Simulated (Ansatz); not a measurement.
**A geometry optimisation of BFH4Si with B3LYP/6-31G***

The starting geometry of this gas-phase singlet was optimised with GFN2-xTB; its bonds are those of `[BH3-][SiH+]F`.

```xyz
7

B    -0.1562   -0.6722   -1.1872
F     2.3657   -0.6428    0.6583
Si    0.8285   -1.1112    0.4063
H     0.7499   -1.8006    1.7045
H    -1.0983    0.0114   -0.8970
H     0.5807   -0.0856   -1.9303
H    -0.5705   -1.6756   -1.6982
```

Question: Predict what becomes of its bonds when it is optimised with B3LYP/6-31G*.

Answer: A new bond forms, giving a structure with H5 bridging Si3 and B1, given below by its coordinates. Distances that change by over a tenth: B1–H5 (1.20 → 1.33 Å). Contacts that close: Si3–H5 (2.58 → 1.77 Å).

The energy falls by 0.42 eV over 15 steps:

| step | E − E(last) (eV) |
| --- | --- |
| 1 | 0.420 |
| 3 | 0.253 |
| 4 | 0.235 |
| 6 | 0.207 |
| 7 | 0.169 |
| 9 | 0.026 |
| 10 | 0.007 |
| 12 | 0.001 |
| 13 | 0.000 |
| 15 | 0.000 |

Final geometry (Å):

```xyz
7

B     0.0138   -0.8303   -1.3645
F     2.1453   -0.2503    0.8244
Si    0.9709   -1.1784    0.2263
H     0.3627   -1.8440    1.4119
H    -0.3843   -0.1623   -0.2823
H     0.4343   -0.0749   -2.1826
H    -0.8428   -1.6365   -1.5767
```

Frequencies at the end are all real (lowest 206 cm⁻¹). Run with Ansatz 0.2.0, 99 s on 1 thread of Intel(R) Xeon(R) Processor @ 2.50GHz (Skylake/Cascade Lake), with other jobs on the host.
